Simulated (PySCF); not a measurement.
Species: C3H2O2.
Cartesian coordinates in Å at the GFN2-xTB level; atoms count from 1:
```xyz
7
C3H2O2 angstrom
C      1.9107    0.1419   -0.0382
C      0.7310   -0.0425    0.0758
C     -0.6750   -0.3278    0.2237
O     -1.1303   -1.4225    0.4190
O     -1.4177    0.7800    0.1155
H      2.9423    0.3124   -0.1423
H     -2.3577    0.5634    0.2190
```

Theory: PBE0/pcSseg-1 in PySCF (dipole) on a GFN2-xTB geometry, gas phase.

Masses are those of the commonest isotopes; rigid-rotor values at the optimised geometry. The values belong to one conformer with, in the numbering `[CH:1]#[C:2][C:3](=[O:4])[OH:5]`, C2–C3–O5–H 180°.

Task: What are A, B and C (GHz)?

Result: Ia = 41.36, Ib = 121.08, Ic = 162.44 u·Å²; 505379 MHz·u·Å²/I gives 12219, 4174 and 3111 MHz, that is A = 12.219, B = 4.1738, C = 3.1111 GHz.

Task: Classify the top.

Result: An asymmetric top: κ = (2 × 4174 − 12219 − 3111)/(12219 − 3111) = -0.77.

Task: What does the inertial defect say?

Result: Planar: Δ = Ic − Ia − Ib = 0.00 u·Å². For a rigid frame Δ = −2 Σ m c², so it vanishes when all atoms lie in the ab plane; here none is more than 0.01 Å from it.

Task: List the rotational levels J(Ka,Kc) to J = 5 (MHz).

Result: Above 0(0,0):
J = 1: 1(0,1) 7285, 1(1,1) 15330, 1(1,0) 16393
J = 2: 2(0,2) 21756, 2(1,2) 28837, 2(1,1) 32025, 2(2,1) 56162, 2(2,0) 56260
J = 3: 3(0,3) 43222, 3(1,3) 49039, 3(1,2) 55409, 3(2,2) 78016, 3(2,1) 78503, 3(3,1) 120959, 3(3,0) 120965
J = 4: 4(0,4) 71424, 4(1,4) 75872, 4(1,3) 86459, 4(2,3) 107079, 4(2,2) 108503, 4(3,2) 150280, 4(3,1) 150319, 4(4,1) 210154, 4(4,0) 210154
J = 5: 5(0,5) 106092, 5(1,5) 109265, 5(1,4) 125047, 5(2,4) 143285, 5(2,3) 146464, 5(3,3) 186986, 5(3,2) 187145, 5(4,2) 246797, 5(4,1) 246799, 5(5,1) 323785, 5(5,0) 323785
Those of J = 1 are B + C, A + C and A + B.

Task: Predict some low-J microwave lines.

Result: The dipole components are |μa| = 0.76 D, |μb| = 1.56 D, |μc| = 0.00 D; the mirror of this Cs structure is the ab plane, so μc vanishes by symmetry and there are no c-type lines. Intensities carry the squares of the components, which stand as 0.24 : 1.00 (a : b). Some lines, for components of 0.1 D or more:

| type | branch | J(Ka,Kc) | MHz | lower level (cm⁻¹) |
| --- | --- | --- | --- | --- |
| a | Q | 3(2,1) ← 3(2,2) | 487 | 2.602 |
| a | Q | 1(1,0) ← 1(1,1) | 1063 | 0.511 |
| b | R | 4(1,3) ← 3(2,2) | 8443 | 2.602 |
| b | Q | 1(1,0) ← 1(0,1) | 9108 | 0.243 |
| b | Q | 2(1,1) ← 2(0,2) | 10269 | 0.726 |
| b | R | 3(0,3) ← 2(1,2) | 14385 | 0.962 |
| b | R | 2(1,2) ← 1(0,1) | 21553 | 0.243 |
| b | Q | 3(2,1) ← 3(1,2) | 23094 | 1.848 |
| b | R | 3(1,3) ← 2(0,2) | 27283 | 0.726 |
| b | Q | 2(2,1) ← 2(1,2) | 27324 | 0.962 |
| b | Q | 3(2,2) ← 3(1,3) | 28977 | 1.636 |
| a | R | 4(3,2) ← 3(3,1) | 29320 | 4.035 |
| b | Q | 4(2,3) ← 4(1,4) | 31207 | 2.531 |
| b | R | 4(1,4) ← 3(0,3) | 32650 | 1.442 |
| a | R | 5(3,3) ← 4(3,2) | 36707 | 5.013 |
| a | R | 5(3,2) ← 4(3,1) | 36825 | 5.014 |
| a | R | 5(1,4) ← 4(1,3) | 38588 | 2.884 |
| b | Q | 5(3,2) ← 5(2,3) | 40681 | 4.886 |
| b | Q | 4(3,1) ← 4(2,2) | 41816 | 3.619 |
| b | Q | 4(3,2) ← 4(2,3) | 43200 | 3.572 |
| b | R | 3(2,2) ← 2(1,1) | 45991 | 1.068 |
| b | R | 3(2,1) ← 2(1,2) | 49666 | 0.962 |
| b | R | 3(3,1) ← 2(2,0) | 64699 | 1.877 |
| b | R | 4(3,2) ← 3(2,1) | 71776 | 2.619 |
| b | R | 4(4,1) ← 3(3,0) | 89189 | 4.035 |

Task: Estimate the classical rotational partition function at 100 K, 200 K and 500 K.

Result: Point group Cs, symmetry number σ = 1; q = (√π/σ)·√((kT/h)³/(ABC)), k/h = 20836.6 MHz/K: 13400 at 100 K, 37900 at 200 K, 150000 at 500 K.

No GFN2-xTB frequencies stand behind this structure, so it isn't proved a minimum. These are rigid-rotor constants of the computed structure; measured ground-state constants (B0) also hold zero-point vibration.
